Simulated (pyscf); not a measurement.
PySCF, gas phase, ωB97X-D3(BJ)/def2-SVP geometries.

Question: PBE/def2-TZVP puts the barrier of SbH₃ + InH₃ → H₂In–SbH₂ + hydrogen (H₂) (four-centre exchange; singlet surface; H–Sb, H–In broken, In–Sb, H–H formed) at 51.6 kJ/mol and the reaction energy at -69.8 kJ/mol, from the separated reactants. What do r²SCAN/def2-TZVP, B3LYP-D3(BJ)/def2-TZVP, ωB97M-D3(BJ)/def2-TZVP give on the same structures?

Answer: r²SCAN: ΔE‡ = 55.0 kJ/mol, ΔE = -71.3 kJ/mol; B3LYP-D3(BJ): ΔE‡ = 71.7 kJ/mol, ΔE = -69.2 kJ/mol; ωB97M-D3(BJ): ΔE‡ = 89.2 kJ/mol, ΔE = -59.1 kJ/mol. PBE's barrier lies under all of them, by 3.4 to 37.7 kJ/mol. Its reaction energy lies among theirs. On the reactant side the descent ends in a complex, 28.8 kJ/mol under the separated species and 93.0 kJ/mol under the saddle at ωB97X-D3(BJ)/def2-TZVP. At the saddle there is also a short H–In contact that neither side keeps. At ωB97X-D3(BJ)/def2-TZVP the barrier from the zero used here is 64.1 kJ/mol. This is the saddle that the search found; another between the same sides may lie lower. Elements past Kr carry the def2 core potentials, without spin-orbit coupling.
